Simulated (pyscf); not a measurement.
5 gas-phase steps of one pattern: four-centre exchange on the singlet surface, B–Cl + H–O or B–F + H–O or Cl–In + H–S or F–Ga + H–S broken and B–O + Cl–H or B–O + F–H or Cl–H + In–S or F–H + Ga–S formed. Single points on ωB97X-D3(BJ)/def2-SVP structures (PySCF, gas phase). Electronic energies in kJ/mol, between the relaxed ends of the descent from the saddle (adducts or complexes of the species named), with the reactant end as zero; ΔE‡ and ΔE at ωB97X-D3(BJ)/def2-TZVP. Rows were drawn at random from the steps of this pattern with a verified saddle, stable references and a bound adduct at one end at least.

```tsv
row	step	ΔE	ΔE‡
1	HO–B(Cl)–Cl + H₂O → HO–B(OH)–Cl + HCl	-47.7	62.3
2	HO–GeH₃ + H₂B–F -> H₂B–O–GeH₃ + HF	+24.0	?
3	H₂S + F–Ga(Cl)–Cl -> HS–Ga(Cl)–Cl + HF	+26.6	54.9
4	HO–SnH₃ + H₂B–F → H₂B–O–SnH₃ + HF	+31.5	111.1
5	H₂N–In(Cl)–Cl + H₂S → H₂N–In(SH)–Cl + HCl	+59.9	74.5
```

Question: Fit ΔE‡ = a + b·ΔE to the other rows and predict row 2.

Answer: Over the 4 complete rows the means are +17.6 (ΔE) and 75.7 (ΔE‡); least squares gives b = 0.18 and a = 72.5 kJ/mol, with residuals of 20.4 kJ/mol (root mean square; largest 32.9, row 4). For row 2: 72.5 + 0.18 × (+24.0) = 76.8 kJ/mol. The computed barrier is 99.6 kJ/mol, 22.8 over the line. The scatter is large against the spread of the barriers, so the line says little here. Each barrier is that of the saddle found. Elements up to Kr have no core potential and no relativistic terms here. Elements past Kr carry the def2 core potentials, without spin-orbit coupling.
